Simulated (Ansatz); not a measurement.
**Ansatz input wanted**

PF3 has 4 atoms, charge 0, and is taken as a singlet. SMILES: `FP(F)F`. Geometry: relaxed at GFN2-xTB.

```csv
atom,x (Å),y (Å),z (Å)
P,-0.0046,0.0051,0.6423
F,1.3496,-0.0296,-0.2031
F,-0.6485,1.1803,-0.2282
F,-0.6965,-1.1558,-0.2109
```

Settings wanted:

```json
{
  "basis set": "STO-3G",
  "core potential": "none",
  "integral approximation": "none",
  "task": "energy",
  "method": "DFT",
  "functional": "PBE",
  "dispersion": "none",
  "reference": "RKS",
  "relativity": "none",
  "accuracy": "high"
}
```

Q: Write the Ansatz 0.2.0 input and the command.

A: One that was run (others would do as well):

job.yaml:
```yaml
crystal:
  periodic: [false, false, false]
  atoms:
    - symbol: P
      position_ang: [-0.004630, 0.005090, 0.642290]
    - symbol: F
      position_ang: [1.349610, -0.029560, -0.203150]
    - symbol: F
      position_ang: [-0.648490, 1.180250, -0.228190]
    - symbol: F
      position_ang: [-0.696500, -1.155780, -0.210950]
basis:
  gaussian: {orbitals: STO-3G}
total_charge: 0
hamiltonian: {xc: {name: PBE}}
accuracy: high
```

```bash
$ ansatz run job.yaml --threads 1 --pin off --max-ram 2610MiB --events-out events.jsonl --progress --plain --runs-dir runs
```

Calculated total energy: -632.19771 Eh.
